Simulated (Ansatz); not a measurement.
The cluster Mg₂H₄⁻. Total charge -1; doublet. Geometry r2SCAN-D4/def2-TZVP, that of the neutral singlet; atoms count from 1.

```xyz
6

Mg    0.398    0.375    1.281
Mg   -0.396   -0.377   -1.281
H    -0.886   -0.831   -2.843
H    -0.700   -0.927    0.489
H     0.876    0.838    2.845
H     0.707    0.922   -0.490
```

The highest occupied level of the charge -1 doublet lies above zero (up to 0.78 eV). By energy differences its removal costs 0.57 eV (vertical, to the charge 0 singlet, at PBE0-D4/def2-TZVPD); a positive level beside a positive removal energy at the same level points to self-interaction error. The structure comes from a short search, and lower isomers may exist.

Problem. Estimate the Mulliken populations from the PBE0/def2-TZVPD orbitals of Ansatz.

Solution. 
```csv
atom,charge (e),spin (α − β)
Mg1,-0.13,0.52
Mg2,-0.13,0.52
H3,-0.21,0.01
H4,-0.16,-0.03
H5,-0.21,0.01
H6,-0.16,-0.03
```
Mulliken values and Mayer orders depend strongly on the basis. With diffuse functions, as here, like atoms can get unlike values, and bond orders can come out too low or too high.

Problem. Where does the spin sit?

Solution. Summed by element: Mg 1.03, H -0.03, of 1 unpaired in all. Largest on single atoms: Mg1 0.52, Mg2 0.52, H6 -0.03.

Problem. And the Mayer bond orders between bonded heavy atoms (over 0.3)?

Solution. Mg1–Mg2 0.72 (2.79 Å).
